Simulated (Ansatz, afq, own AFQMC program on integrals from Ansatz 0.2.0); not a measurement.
## Atomization energy of C$_{2}$H$_{8}$ClNSi$_{2}$, singlet

```yaml
atoms:
  - { symbol: C, position_ang: [-1.6489, -0.8315, 1.2670] }
  - { symbol: C, position_ang: [-1.1704, -1.5796, 0.2658] }
  - { symbol: Si, position_ang: [0.0977, -0.9623, -0.9605] }
  - { symbol: N, position_ang: [0.3071, 0.7758, -0.8703] }
  - { symbol: Si, position_ang: [1.5272, 1.6929, -0.0737] }
  - { symbol: Cl, position_ang: [0.9612, 2.2806, 1.8469] }
  - { symbol: H, position_ang: [-2.3903, -1.2150, 1.9772] }
  - { symbol: H, position_ang: [-1.3102, 0.1984, 1.4290] }
  - { symbol: H, position_ang: [-1.5409, -2.6090, 0.1615] }
  - { symbol: H, position_ang: [-0.3346, -1.3357, -2.3434] }
  - { symbol: H, position_ang: [1.4383, -1.5680, -0.6974] }
  - { symbol: H, position_ang: [-0.4782, 1.3191, -1.2238] }
  - { symbol: H, position_ang: [2.7412, 0.8490, 0.0648] }
  - { symbol: H, position_ang: [1.7878, 2.9559, -0.8143] }
```

Atoms in their ground-state spins without spin–orbit coupling (mostly on UHF) minus the molecule (RHF), without zero-point energy. The geometry is a stationary point, not shown to be a minimum.

Basis def2-SVP. Only valence electrons are correlated. Ansatz 0.2.0 and our own AFQMC program on the same integrals; the CISD trial comes from CCSD amplitudes, and released means the phaseless constraint is let go. ± is one standard error of the sampling. The errors of all members are added in quadrature.

No full CI on the walks' own integrals is used here. The released AFQMC energy serves as the reference, which it does only where one determinant dominates, the energy is flat over the last release times and near the phaseless one (40 meV or 2 meV an electron, half that with transition metals). On small molecules, where full CI could be run and the noise was under 10 meV, such values lay within 10 meV of it in 19 cases of 20, a flattering rate, since the rule was set on those same cases; what remains of the bias isn't in the error bar. Each member takes its own surest rung, up to full CI.

The best estimate is CCSD(T) at the basis-set limit (CBS: def2-TZVPP and def2-QZVPP, with their diffuse functions for anions and beside diffuse sets, MP2 extrapolated, CCSD(T) minus MP2 from TZVPP) plus the step from CCSD(T) to AFQMC with the constraint released in def2-SVP. Rows without CBS are in def2-SVP, the functionals in def2-TZVP; B2PLYP and the wave-function rows carry a basis error of their own. Core correlation and relativity beyond core potentials are missing, and ± holds the sampling alone.

Cautions: C₂H₈ClNSi₂ (singlet): the released value is read at 0.63 1/Eh with a noise of 23 meV, more than in the cases checked, later times being too noisy (meV from the phaseless value at times in 1/Eh: -24 ± 24 at 0.21, -55 ± 19 at 0.42, -56 ± 23 at 0.63, -40 ± 33 at 0.90); other spins of the molecule weren't checked.

Best estimate: 5083.2 ± 2.2 kJ/mol.

```tsv
level	atomization energy (kJ/mol)	error against the best estimate (kJ/mol)
HF	3745.2	-1338.0 ± 2.2
MP2	4776.9	-306.3 ± 2.2
CCSD	4694.4	-388.8 ± 2.2
CCSD(T)	4744.6	-338.6 ± 2.2
ph-AFQMC/CISD	4747.1 ± 1.4	-336.1 ± 2.7
released AFQMC	4751.4 ± 2.2	-331.8
HF/CBS	3768.8	-1314.4 ± 2.2
MP2/CBS	5132.0	48.8 ± 2.2
CCSD(T)/CBS	5076.4	-6.8 ± 2.2
PBE	5073.8	-9.4 ± 2.2
r2SCAN	5050.6	-32.6 ± 2.2
PBE0	5019.5	-63.7 ± 2.2
B3LYP	5003.6	-79.6 ± 2.2
wB97M-V	5081.9	-1.2 ± 2.2
B2PLYP	4983.5	-99.7 ± 2.2
```

Correlation beyond CCSD(T) adds 6.8 ± 2.2 kJ/mol. Going to the basis-set limit adds 331.8 kJ/mol at CCSD(T). The perturbative (T) step is worth +50.2 kJ/mol. The functionals spread over 98.5 kJ/mol; wB97M-V and PBE come nearest and B2PLYP is 99.7 kJ/mol too low.

Best estimates are given only where the step beyond CCSD(T) is under 0.3 eV and no member's determinant is very poor (T1 over 0.05, or 0.07 for open shells, ⟨S²⟩ too high by 0.3, two states mixed), so the hardest cases are missing from such tables.

The functionals ran in a triple-zeta set and keep a basis error of their own, a few kJ/mol for each bond in atomization energies and more for double hybrids, so close places among them and the extrapolated levels can swap.

Each member of a difference takes its own highest rung, so a best estimate needn't equal the limit plus the step of one row. Released energies are given only where the last usable release times agree within the noise; a slower fall can still hide under it.
